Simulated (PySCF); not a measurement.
## Telling isomers of C$_{4}$H$_{4}$FN apart by NMR

A single conformation, relativity neglected, gas phase, rapidly exchanging positions averaged. Geometry from GFN2-xTB; spin–spin couplings from B3LYP/pcJ-1 (spin–dipole term left out of most H,H and C,H couplings); GIAO PBE0/pcSseg-1 shieldings; PySCF 2.14.

Referencing at the same level of theory: TMS for ¹H (31.72 ppm) and ¹³C (186.93 ppm). Multiplet labels drop J under 1 Hz and among equivalent protons, and merge close values. Unscaled 3J(H,H) run several per cent high. Splittings of carbon signals by F and P are missing where no couplings were computed. Where no couplings were computed, multiplicities follow the n + 1 count of equivalent neighbours, and m marks all less simple cases (inequivalent or close neighbours, rings, F or P nearby). One-bond C–F couplings are unscaled and too large by tens of Hz. Shifts are as computed. Against solution values, carbons near 30 ppm lie about +3 ppm off and those near 130 ppm about +5 ppm. Of 1211 compounds with measured shifts, 218 miss one by over three times the rms of a fit or turn the order of signals round; such compounds aren't used in these exercises. OH and NH positions are gas-phase values without hydrogen bonding to other molecules.

(1) Tabulate the signals of `[H]/N=C\C#CCF`, `Fc1cc[nH]c1` and their relative energies.

(2) What is the quickest way to tell [H]/N=C\C#CCF from Fc1cc[nH]c1?

## Answers

(1) 
```tsv
SMILES	carbon types	δC	δH	E rel. (kcal/mol)
[H]/N=C\C#CCF	2×C 1×CH 1×CH2	154.9, 95.2, 94.9, 73.2	11.94 (br s, 1H), 7.89 (s, 1H), 5.52 (m, 2H)	53.9
Fc1cc[nH]c1	1×C 3×CH	162.5, 116.8, 104.6, 103.0	7.22 (br s, 1H), 6.51 (ddd, 1H), 6.43 (ddd, 1H), 6.23 (dd, 1H)	0.0
```

Energies are electronic energies at PBE0/pcSseg-1 on these geometries, without zero-point or thermal terms, each for the one conformer computed, which needn't be the lowest.

(2) Both give the same number of carbon signals, but DEPT or the intensities differ. The first has an alkyne carbon (C) at 95.2 ppm, the second an aromatic carbon bearing fluorine (C) at 162.5 ppm. Their most deshielded carbons lie at 154.9 and 162.5 ppm. In the proton spectra the most deshielded non-exchanging signals are 7.89 (s, 1H) and 6.51 (ddd, J = 3.4, 2.5, 1.6 Hz, 1H).
